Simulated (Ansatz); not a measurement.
Input file:

```yaml
crystal:
  periodic: [false, false, false]
  atoms:
    - {symbol: As, position_ang: [0.003316, -0.027901, -0.000197]}
    - {symbol: H, position_ang: [-0.161558, 1.053172, -1.079502]}
    - {symbol: H, position_ang: [-0.084938, 1.020745, 1.094119]}
basis:
  gaussian: {orbitals: cc-pVDZ}
total_charge: 1
magnetization: {spin_polarized: false}
correlation: {method: bccd_t, electrons: outside_noble_gas}
```

```sh
$ ansatz run in.yaml --threads 1 --pin off --events-out ev --progress --plain --max-ram 2393MiB
```

Output:

```
416 factors; integrals over basis functions are off by at most 1.1e-3 eV
mean field evaluation 1: about -60816.7590 eV, gradient 6.8e0 eV
mean field evaluation 2: about -60816.7594 eV, gradient 6.8e0 eV
mean field evaluation 4: about -60816.9623 eV, gradient 2.6e-1 eV
mean field evaluation 8: about -60816.9623 eV, gradient 4.9e-7 eV
mean field -60816.96230243 eV, -2234.9821413965 hartree, gradient 9.7e-6 eV, S^2 0.000000; 0 other end points of the search recorded, 0 dependent functions left out; unrestricted orbitals would lower it
mean field evaluation 16: about -60816.9775 eV, gradient 4.8e0 eV
14 core orbitals not correlated: weight in the atoms' cores, before any rotation towards them, 1.000 or more for the frozen orbitals, at most 0.000 for the correlated occupied ones
reference -60816.96230243 eV, -2234.9821413965 hartree; 3, 3 occupied and 20, 20 virtual orbitals, 416 factors
second order -2.42112344 eV of doubles, -0.00000000 eV of singles
cycle   1  -2.92658834 eV  change   -5.1e-1 eV  update   5.8e-2
cycle   2  -3.14436701 eV  change   -2.2e-1 eV  update   2.5e-2
cycle   3  -3.15026096 eV  change   -5.9e-3 eV  update   7.0e-3
cycle   4  -3.15160248 eV  change   -1.3e-3 eV  update   2.1e-3
cycle   5  -3.15116408 eV  change    4.4e-4 eV  update   8.0e-4
cycle   6  -3.15106883 eV  change    9.5e-5 eV  update   2.8e-4
cycle   7  -3.15123631 eV  change   -1.7e-4 eV  update   8.6e-5
cycle   8  -3.15121843 eV  change    1.8e-5 eV  update   2.2e-5
cycle   9  -3.15121330 eV  change    5.1e-6 eV  update   5.6e-6
perturbative correction -0.05911139 eV, -0.0021723035 hartree
Total energy: -60820.17262711 eV, -2235.1001186528 hartree
```

For the same geometry and basis full CI lies 16.7 meV lower.

Ran on 1 thread of Arm Neoverse V1, shared host: 0.48 s wall, 0.07 GiB peak host memory.
